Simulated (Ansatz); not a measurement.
Born–Oppenheimer molecular dynamics of AlH5Si (7 atoms, charge 0, multiplicity 1). It starts at the highest image of a converged band, a first-order saddle point between two minima.

The calculation used Ansatz 0.2.0, RKS r2SCAN/6-31G.

```
ensemble                      : NVE (velocity Verlet)
time step                     : 0.5 fs
steps asked                   : 200
starting velocities drawn for : 300 K
seed                          : 3365
```

First frame:

```xyz
7
Properties=species:S:1:pos:R:3
Al -0.776 -1.103 0.230
Si -0.065 1.067 -0.339
H 0.752 -1.096 1.121
H -0.834 -2.384 -0.743
H -0.425 1.990 -1.479
H 0.389 1.907 0.831
H 1.021 -0.449 0.332
```

**Question.** How far do the bonds stretch over the last three quarters of this one trajectory? (Pairs bonded in most of those frames.)

**Answer.** 
| bond | mean (Å) | spread (Å) | shortest | longest |
| --- | --- | --- | --- | --- |
| Al1–Si2 | 2.443 | 0.127 | 2.25 | 2.61 |
| Al1–H3 | 1.624 | 0.041 | 1.56 | 1.74 |
| Al1–H4 | 1.625 | 0.018 | 1.59 | 1.66 |
| Si2–H5 | 1.625 | 0.084 | 1.51 | 1.80 |
| Si2–H6 | 1.517 | 0.045 | 1.44 | 1.60 |
| Si2–H7 | 1.579 | 0.158 | 1.33 | 1.84 |

Mean temperature of the second half: 1650 K. The conserved energy stayed within 0.47 meV per atom of its start (net change 0.19 meV per atom), so the integration is sound. The system heated up, since it started high on the potential surface and ran downhill. A run of 0.1 ps of so small a system gives no equilibrium averages. The orbitals stay closed-shell, which can raise the energy where a bond breaks towards radicals; this wasn't checked here. Limits of this set-up: no polarisation functions.

Run time: 6.1 min on 1 thread of Arm Neoverse V1 (shared host), peak memory 0.1 GiB.
